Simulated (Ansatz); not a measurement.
A nudged elastic band was laid between two geometries of C₂H₇N (10 atoms, charge 0, multiplicity 1).

Computed with RKS r2SCANh-D4/def2-SVP (Ansatz).

```
movable images  : 7
climbing image  : yes
spring          : 5.0 eV/Å²
optimiser       : quadratic models (default)
start path      : through a guess of the saddle point
force threshold : 0.05 eV/Å
iteration limit : 60
end points      : relaxed
```

Image 0:

```xyz
10
Properties=species:S:1:pos:R:3
N -1.372 -0.173 -0.032
C 0.011 -0.447 0.324
H 0.406 -1.404 -0.082
H 0.067 -0.540 1.421
C 0.911 0.688 -0.126
H 1.953 0.520 0.180
H 0.900 0.788 -1.223
H 0.566 1.641 0.299
H -1.467 -0.146 -1.046
H -1.974 -0.929 0.284
```

Image 8:

```xyz
10
Properties=species:S:1:pos:R:3
N -2.276 0.365 -0.090
C 0.915 -0.610 0.200
H 0.507 -1.278 -0.563
H 0.584 -0.782 1.228
C 1.780 0.356 -0.103
H 2.191 1.020 0.662
H 2.113 0.525 -1.130
H -1.411 0.903 -0.066
H -2.165 -0.271 -0.877
H -2.239 -0.227 0.738
```

Question: What changes between the two ends?

Answer: Bonds broken: N1–C2, C5–H8. Bonds formed: N1–H8. C2H7N becomes C2H4 + H3N.

Question: Give the energies along the band, and the barrier.

Answer: The forces met the threshold. The highest image is number 4 of 0 to 8, 72.3 kcal/mol above the first end and 48.9 kcal/mol above the last; the last end lies 23.5 kcal/mol above the first. Neighbouring images differ by up to 2.3 eV, so the band resolves the path poorly. A vibrational analysis at the climbing image gives one clearly imaginary mode, 1022i cm⁻¹: a first-order saddle point. The orbitals stay closed-shell, which can raise the energy where a bond breaks towards radicals; this wasn't checked here.

```
image  path coordinate (Å)  energy (kcal/mol)  N1–C2 (Å)  C5–H8 (Å)  N1–H8 (Å)
    0                 0.00                0.0       1.45       1.10       2.67
    1                 0.76                2.0       1.46       1.10       2.52
    2                 1.52                5.2       1.46       1.10       2.40
    3                 2.27               20.4       1.47       1.14       1.87
    4                 3.03               72.3       1.62       1.79       1.13
    5                 3.65               44.5       2.18       2.27       1.02
    6                 4.28               26.8       2.86       2.46       1.01
    7                 4.90               23.7       3.24       2.91       1.02
    8                 5.53               23.5       3.35       3.24       1.02
```

Question: What is the geometry of the highest image?

Answer: 
```xyz
10
Properties=species:S:1:pos:R:3
N -1.211 0.014 -0.049
C 0.296 -0.553 0.159
H 0.356 -1.402 -0.540
H 0.287 -0.935 1.192
C 1.099 0.639 -0.127
H 1.656 1.043 0.727
H 1.715 0.583 -1.032
H -0.651 0.972 -0.270
H -1.731 -0.381 -0.842
H -1.816 0.020 0.781
```

The run took 99 s on 2 threads of Intel(R) Xeon(R) 6975P-C (Granite Rapids), with other jobs on the host, peak memory 0.17 GiB.
